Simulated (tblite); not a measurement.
C4H3S (doublet state).
Atom-mapped SMILES: `[CH2:1]=[CH:2][C:3]=[C:4]=[S:5]` (hydrogens: H6, H7 on C1; H8 on C2)
Bond orders are those of one Lewis drawing.

Computed with GFN2-xTB (tblite), gas phase: L-BFGS steps from a force-field or distance-geometry start until the largest atomic force falls under 0.01 eV/Å.

Step 1: E = -359.0966 eV
```
atom  x, y, z in Å  |  force x, y, z in eV/Å
C1     -1.4229   -0.5586    0.1079   -0.388  -0.440   0.031
C2     -0.5981    0.4841   -0.0407   -0.347   0.318   0.057
C3      0.7634    0.3395   -0.0631    7.187  -0.523  -0.276
C4      2.0832    0.2109   -0.1061   -4.381   0.416   0.191
S5      3.7363    0.0331   -0.1315   -2.270   0.242   0.031
H6     -1.0529   -1.5732    0.2033   -0.066   0.248  -0.025
H7     -2.4923   -0.4218    0.1293    0.062  -0.041   0.007
H8     -1.0077    1.4954   -0.1237    0.203  -0.221  -0.017
```

Step 2: E = -359.4292 eV
```
atom  x, y, z in Å  |  force x, y, z in eV/Å
C1     -1.4281   -0.5612    0.1079    0.389   0.100  -0.048
C2     -0.5975    0.4844   -0.0397    0.676  -0.269   0.082
C3      0.8108    0.3372   -0.0653    1.978  -0.070  -0.120
C4      2.0677    0.2123   -0.1049   -1.779   0.169   0.094
S5      3.7048    0.0365   -0.1311   -1.322   0.143   0.015
H6     -1.0534   -1.5706    0.2031   -0.056   0.135  -0.014
H7     -2.4899   -0.4227    0.1293   -0.158  -0.002   0.009
H8     -1.0054    1.4935   -0.1239    0.272  -0.206  -0.016
```

Step 3: E = -359.4958 eV
```
atom  x, y, z in Å  |  force x, y, z in eV/Å
C1     -1.4206   -0.5576    0.1067    0.135   0.022  -0.019
C2     -0.5800    0.4765   -0.0376    0.477   0.096   0.025
C3      0.8335    0.3379   -0.0674   -1.372   0.200  -0.001
C4      2.0513    0.2137   -0.1035    0.662  -0.070   0.007
S5      3.6708    0.0401   -0.1307   -0.463   0.056  -0.001
H6     -1.0544   -1.5676    0.2027   -0.023   0.038  -0.007
H7     -2.4921   -0.4231    0.1295    0.166   0.031  -0.007
H8     -0.9994    1.4894   -0.1244    0.418  -0.373   0.004
```

**Question.** Estimate the geometry and energy of step 4. (The exact step hangs on the optimiser's Hessian estimate; all steps are aligned on step 3, rigid shifts and turns removed.)

**Answer.** E = -359.5115 eV, largest force 0.558 eV/Å
```
atom  x, y, z in Å  |  force x, y, z in eV/Å
C1     -1.4193   -0.5578    0.1064    0.216   0.151  -0.031
C2     -0.5734    0.4778   -0.0371    0.123  -0.131   0.046
C3      0.8281    0.3398   -0.0680   -0.546   0.112  -0.015
C4      2.0531    0.2134   -0.1030   -0.217   0.023   0.026
S5      3.6584    0.0416   -0.1306   -0.061   0.013  -0.007
H6     -1.0549   -1.5665    0.2026    0.002  -0.015  -0.003
H7     -2.4898   -0.4228    0.1295    0.144   0.047  -0.009
H8     -0.9933    1.4840   -0.1244    0.340  -0.200  -0.007
```

The energy changes by -0.0157 eV. The first-order estimate −F·Δx gives -0.0233 eV and the mean of the old and new forces, exact on a quadratic surface, -0.0156 eV. The step makes an angle of 42° with the force vector and moves no atom by more than 0.012 Å.

The cost below is that of the whole relaxation. On one thread of an Arm Neoverse V1, no GPU, on a shared host, this took 0.13 s wall.
